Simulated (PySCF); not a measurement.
## Which basis set comes closest?

Molecule: `C1CCOC1`, C$_{4}$H$_{8}$O.

Molfile (atoms numbered from 1):
```
C4H8O
     RDKit          3D

 13 13  0  0  0  0  0  0  0  0999 V2000
   -0.9168    0.4046   -0.3778 C   0  0  0  0  0  0  0  0  0  0  0  0
    0.4242    0.9775    0.0669 C   0  0  0  0  0  0  0  0  0  0  0  0
    1.3136   -0.2594   -0.0010 C   0  0  0  0  0  0  0  0  0  0  0  0
    0.4781   -1.3645    0.2773 O   0  0  0  0  0  0  0  0  0  0  0  0
   -0.8782   -0.9713    0.2748 C   0  0  0  0  0  0  0  0  0  0  0  0
   -0.9440    0.3078   -1.4757 H   0  0  0  0  0  0  0  0  0  0  0  0
   -1.7837    1.0066   -0.0696 H   0  0  0  0  0  0  0  0  0  0  0  0
    0.3558    1.3482    1.1027 H   0  0  0  0  0  0  0  0  0  0  0  0
    0.7858    1.8028   -0.5633 H   0  0  0  0  0  0  0  0  0  0  0  0
    2.1426   -0.2333    0.7260 H   0  0  0  0  0  0  0  0  0  0  0  0
    1.7592   -0.3703   -1.0089 H   0  0  0  0  0  0  0  0  0  0  0  0
   -1.4740   -1.7255   -0.2647 H   0  0  0  0  0  0  0  0  0  0  0  0
   -1.2624   -0.9234    1.3135 H   0  0  0  0  0  0  0  0  0  0  0  0
  1  2  1  0
  2  3  1  0
  3  4  1  0
  4  5  1  0
  5  1  1  0
  1  6  1  0
  1  7  1  0
  2  8  1  0
  2  9  1  0
  3 10  1  0
  3 11  1  0
  5 12  1  0
  5 13  1  0
M  END
```

Geometry PBE0-D3(BJ)/def2-SVP throughout; GIAO in PySCF 2.14.0 with density-fitted response routines, gas phase, one conformer, non-relativistic; equivalent atoms averaged; functional PBE0.

Reference values (measured; solution, C6D5Cl, 298 K; Fulmer et al., Organometallics 2010, 29, 2176): δ(H10/H11/H12/H13) = 3.59 ppm, δ(H6/H7/H8/H9) = 1.55 ppm, δ(C3/C5) = 67.6 ppm, δ(C1/C2) = 25.7 ppm. Computed shifts are taken against TMS, calculated as an isolated molecule at each level.

Q: How do the basis sets STO-3G, 6-31G, pcSseg-0, 6-31G*, def2-SVP, cc-pVDZ, pcSseg-1, 6-311+G(2d,p), aug-cc-pVDZ, def2-TZVP, IGLO-III, cc-pVTZ, pcSseg-2 perform against the reference? Times are CPU seconds on shared hosts with different chips, so compare them loosely.

A: 
```tsv
basis set	functions	H10/H11/H12/H13	H6/H7/H8/H9	C3/C5	C1/C2	mean abs. error H	mean abs. error C	core-s
STO-3G	33	2.09	1.20	58.3	31.7	0.93	7.6	3.5
6-31G	61	3.90	1.74	65.6	28.3	0.25	2.3	8.7
pcSseg-0	61	3.73	1.65	71.8	29.3	0.12	3.9	4
6-31G*	86	3.73	1.69	65.2	27.5	0.14	2.1	9.4
def2-SVP	110	3.53	1.47	65.2	26.9	0.07	1.8	11
cc-pVDZ	110	3.62	1.59	66.6	29.3	0.04	2.3	8.2
pcSseg-1	125	3.75	1.63	69.8	29.1	0.12	2.8	12
6-311+G(2d,p)	183	3.76	1.77	68.5	28.9	0.19	2.1	23
aug-cc-pVDZ	187	3.86	1.85	66.4	28.9	0.29	2.2	17
def2-TZVP	203	3.74	1.78	70.2	29.7	0.19	3.3	26
IGLO-III	255	3.80	1.79	71.3	30.1	0.22	4.1	25
cc-pVTZ	262	3.72	1.76	69.6	29.3	0.17	2.8	27
pcSseg-2	292	3.78	1.80	72.1	30.5	0.22	4.7	19
```

For $^{1}$H the closest is cc-pVDZ (0.04 ppm) and the furthest STO-3G (0.93 ppm).

For $^{13}$C the closest is def2-SVP (1.8 ppm, with 6-311+G(2d,p) practically level) and the furthest STO-3G (7.6 ppm). Where a smaller basis beats a larger one, errors probably cancel; the largest sets show where the functional converges. One molecule is a small sample, and vibrational and solvent effects are absent from the calculation.

A small basis that lands close on one nucleus may do so by chance; judge by the trend and by all nuclei.
